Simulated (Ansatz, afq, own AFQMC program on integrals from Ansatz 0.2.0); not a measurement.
**SiHO, doublet: AFQMC among the cluster methods**

```xyz
3

Si    0.0000   -0.1016    0.5148
O     0.0000    0.1077   -0.9938
H     0.0000    1.1216    1.4308
```

Connectivity, by distances: SiH–O.

Basis cc-pVTZ. Noble-gas cores (and the filled d shells of Ga–Kr and In–Xe) are frozen. Ansatz 0.2.0 and our own AFQMC program on the same integrals; the CISD trial comes from CCSD amplitudes, and released means the phaseless constraint is let go. Free AFQMC starts from the CCSD state and is never constrained. Its projection time is finite, and what remains of the start isn't in its error. Error bars are statistical, one sigma.

Determinant: UHF, the one that the program's search chose, which needn't be the lowest solution. The geometry is a PBE0/def2-TZVP stationary point of this or a neighbouring charge and spin state.

No full CI on the walks' own integrals is used here. The released AFQMC energy serves as the reference, which it does only where one determinant dominates, the energy is flat over the last release times and near the phaseless one (40 meV or 2 meV an electron, half that with transition metals). On small molecules, where full CI could be run and the noise was under 10 meV, such values lay within 10 meV of it in 19 cases of 20, a flattering rate, since the rule was set on those same cases; what remains of the bias isn't in the error bar.

Cautions: the released value is read at 2.40 1/Eh with a noise of 16 meV, more than in the cases checked (meV from the phaseless value at times in 1/Eh: -11 ± 8 at 0.24, -11 ± 6 at 0.51, -16 ± 6 at 0.99, -40 ± 11 at 1.62, -38 ± 16 at 2.40).

The T1 diagnostic is 0.0304. The weight of the determinant in the CISD state is 0.868, the ⟨S²⟩ of the determinant is 0.774 and the size of the correlated space is 11 electrons in 72 orbitals.

Reference: AFQMC with the constraint released, correlation energy -9.944 ± 0.016 eV.

```csv
level,E − E(reference) (mEh),share of correlation (%)
HF,365.45 ± 0.58,0.00
MP2,26.13 ± 0.58,92.85
CCSD,19.41 ± 0.58,94.69
CCSD(T),2.09 ± 0.58,99.43
CCSDT,1.41 ± 0.58,99.61
CCSDT(Q),-0.22 ± 0.58,100.06
ph-AFQMC/HF,-0.14 ± 1.24,100.04
ph-AFQMC/CISD,1.39 ± 0.67,99.62
free AFQMC,0.87 ± 0.69,99.76
```

CCSDT and higher add their correlation energy to the determinant of the CCSD(T) run, since their own runs factorise the integrals more tightly (a shift of under 2 meV). Free projections are given only where their last times agree within the noise and don't stop above the reference; a slow remainder of the start can still hide under it. A walk keeps the symmetry of its determinant, which the program's search chose and which needn't be the lowest solution, so a lower state of the same spin and another symmetry isn't excluded. Released energies are given only where the last usable release times agree within the noise; a slower fall can still hide under it.
